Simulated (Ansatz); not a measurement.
```yaml
crystal:
  periodic: [false, false, false]
  atoms:
    - {symbol: Zr, position_ang: [0.000000, 0.000000, 0.000000]}
    - {symbol: H, position_ang: [0.000000, 0.000000, -1.825216]}
    - {symbol: H, position_ang: [0.000000, 0.000000, 1.825216]}
basis:
  gaussian: {orbitals: def2-TZVP}
magnetization: {spin_polarized: true, initial_magnetization: 2}
hamiltonian: {xc: pbe0}
relax: {f_tol: 0.004, max_steps: 80}
```

```sh
$ ansatz run in.yaml --threads 1 --pin off --events-out ev --progress --plain --max-ram 2176MiB
```

Steps of the relaxation (energy above the last step; positions in Å, forces in eV/Å):

```
3
step 1, 206.2 meV
Zr    0.000    0.000    0.000    0.000    0.000    0.000
H     0.000    0.000   -1.825    0.000    0.000   -1.618
H     0.000    0.000    1.825    0.000    0.000    1.618
```

```
3
step 2, 28.3 meV
Zr    0.000    0.000    0.000    0.000    0.000    0.000
H     0.000    0.000   -2.020    0.000    0.000    0.480
H     0.000    0.000    2.020    0.000    0.000   -0.480
```

```
3
step 3, 0.7 meV
Zr    0.000    0.000    0.000    0.000    0.000    0.000
H     0.000    0.000   -1.955    0.000    0.000   -0.080
H     0.000    0.000    1.955    0.000    0.000    0.080
```

```
3
step 5, 0.0 meV
Zr    0.000    0.000    0.000    0.000    0.000    0.000
H     0.000    0.000   -1.963    0.000    0.000    0.002
H     0.000    0.000    1.963    0.000    0.000   -0.002
```

Close pairs at the end: Zr1–H3 1.963 Å, Zr1–H2 1.963 Å.

A stationary point of unrestricted PBE0 after 5 steps, with ⟨S²⟩ = 2.003 against 2.00 for a pure state; no frequencies were run, so it isn't proven a minimum. 16 s on 1 thread of Arm Neoverse V1, shared host.
